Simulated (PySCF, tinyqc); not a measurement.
CIS and TDHF on RHF in the sto-3g basis, for CH2, spin multiplicity 1, step by step. The lowest restricted solution is unstable here: a spin-polarised one lies 0.0402 hartree lower (PySCF). One step of it, computed by the program tinyqc.

Task: CIS triplet states. Diagonalise A (1 hartree = 27.211386 eV); each vector has its largest component positive (the first on a tie).

CIS matrix A, triplet (hartree), lower triangle:
```
           1>5        1>6        1>7       2>5        2>6        2>7       3>5        3>6
1>5  10.370261
1>6   0.000000  10.969016
1>7   0.000000  -0.006088  11.019458
2>5   0.009290   0.000000   0.000000  0.525266
2>6   0.000000   0.005787   0.000683  0.000000   0.974491
2>7   0.000000   0.000683   0.009653  0.000000   0.008623   1.105120
3>5   0.000168   0.000000   0.000000  0.000256   0.000000   0.000000  0.286250
3>6   0.000000  -0.002320  -0.009072  0.000000  -0.030171  -0.111611  0.000000   0.701045
3>7   0.000000  -0.009072   0.002770  0.000000  -0.111611   0.032366  0.000000  -0.005503
4>5  -0.004640   0.000000   0.000000  0.036633   0.000000   0.000000  0.002175   0.000000
4>6   0.000000  -0.022264   0.002632  0.000000  -0.056351   0.009060  0.000000  -0.008453
4>7   0.000000   0.002632  -0.003908  0.000000   0.009060   0.008275  0.000000  -0.026534

           3>7        4>5        4>6       4>7
3>7   0.809288
4>5   0.000000  -0.069745
4>6  -0.026534   0.000000   0.504719
4>7   0.008188   0.000000  -0.009448  0.546218
```

Give: triplet excitation energies; lowest vectors.

Result:

triplet excitation energies (eV): -1.9594  7.7896  13.3437  14.3541  14.7645  18.3399  20.6991  28.1742  30.9613  282.1895  298.4640  299.8750

lowest vectors:
```
     state 1  state 2  state 3  state 4  state 5  state 6
1>5   0.0005   0.0000   0.0000  -0.0009   0.0000   0.0000
1>6   0.0000   0.0000   0.0021   0.0000  -0.0006   0.0001
1>7   0.0000   0.0000  -0.0001   0.0000   0.0005   0.0005
2>5  -0.0612  -0.0020   0.0000   0.9981   0.0000   0.0000
2>6   0.0000   0.0000   0.1441   0.0000  -0.0468   0.1029
2>7   0.0000   0.0000  -0.0112   0.0000   0.0245   0.2428
3>5  -0.0060   1.0000   0.0000   0.0016   0.0000   0.0000
3>6   0.0000   0.0000   0.0768   0.0000   0.1603   0.9460
3>7   0.0000   0.0000   0.1292   0.0000  -0.0647   0.0617
4>5   0.9981   0.0059   0.0000   0.0612   0.0000   0.0000
4>6   0.0000   0.0000   0.9650   0.0000  -0.1568  -0.0690
4>7   0.0000   0.0000   0.1590   0.0000   0.9709  -0.1644
```

A negative triplet energy shows that the restricted solution is unstable towards a spin-polarised one.
